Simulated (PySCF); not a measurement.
C5H11N.
Cartesian coordinates in Å at the GFN2-xTB level; atoms count from 1:
```xyz
17
C5H11N angstrom
C     -1.642   -0.619   -1.332
C     -1.113   -0.076   -0.248
C     -1.841    0.027    1.055
C      0.287    0.474   -0.228
N      1.097   -0.259    0.736
C      2.462    0.215    0.798
H     -2.643   -1.016   -1.337
H     -1.102   -0.683   -2.263
H     -2.780   -0.519    1.027
H     -2.048    1.072    1.282
H     -1.213   -0.365    1.853
H      0.719    0.449   -1.244
H      0.265    1.519    0.102
H      1.087   -1.246    0.491
H      2.985    0.183   -0.171
H      3.015   -0.391    1.514
H      2.457    1.248    1.147
```

Computed geometry: GFN2-xTB, gas phase.

Masses are those of the commonest isotopes; rigid-rotor values at the optimised geometry. The values belong to one conformer with, in the numbering `[CH2:1]=[C:2]([CH3:3])[CH2:4][NH:5][CH3:6]`, C1–C2–C4–N5 -118°, C2–C4–N5–C6 180°.

Give the principal moments of inertia and the rotational constants in MHz.

Ia = 70.44, Ib = 255.11, Ic = 296.95 u·Å²; 505379 MHz·u·Å²/I gives A = 7175, B = 1981, C = 1702 MHz.

What kind of rotor is it?

An asymmetric top; Ray's κ = -0.898.

What does the inertial defect say?

Not planar: Δ = Ic − Ia − Ib = -28.60 u·Å². For a rigid frame Δ = −2 Σ m c², so Σ m c² = 14.30 u·Å² lies off the ab plane: 7.91 from hydrogen and 6.40 from heavier atoms. The atom farthest from that plane is 1.52 Å away.

Give the other two planar moments, Paa and Pbb, and the rms extents of the mass along the axes.

Paa = Σ m a² = (Ib + Ic − Ia)/2 = 240.81 and Pbb = Σ m b² = (Ia + Ic − Ib)/2 = 56.14 u·Å². With the mass M = 85.09 u, the rms extents √(P/M) along a, b and c are 1.68, 0.81, 0.41 Å.

List the rotational levels J(Ka,Kc) to J = 5 (MHz).

Above 0(0,0):
J = 1: 1(0,1) 3683, 1(1,1) 8876, 1(1,0) 9156
J = 2: 2(0,2) 11038, 2(1,2) 15963, 2(1,1) 16800, 2(2,1) 32381, 2(2,0) 32392
J = 3: 3(0,3) 22043, 3(1,3) 26587, 3(1,2) 28261, 3(2,2) 43430, 3(2,1) 43484, 3(3,1) 70102, 3(3,0) 70102
J = 4: 4(0,4) 36666, 4(1,4) 40739, 4(1,3) 43528, 4(2,3) 58153, 4(2,2) 58316, 4(3,2) 84854, 4(3,1) 84856, 4(4,1) 122166, 4(4,0) 122166
J = 5: 5(0,5) 54867, 5(1,5) 58411, 5(1,4) 62590, 5(2,4) 76543, 5(2,3) 76920, 5(3,3) 103304, 5(3,2) 103311, 5(4,2) 140605, 5(4,1) 140605, 5(5,1) 188580, 5(5,0) 188580
Those of J = 1 are B + C, A + C and A + B.

Estimate the classical rotational partition function at 10 K, 100 K and 500 K.

Point group C1, symmetry number σ = 1; q = (√π/σ)·√((kT/h)³/(ABC)), k/h = 20836.6 MHz/K: 1080 at 10 K, 34300 at 100 K, 383000 at 500 K.

Whether it is a minimum is left open (no frequencies). These are rigid-rotor constants of the computed structure; measured ground-state constants (B0) also hold zero-point vibration.
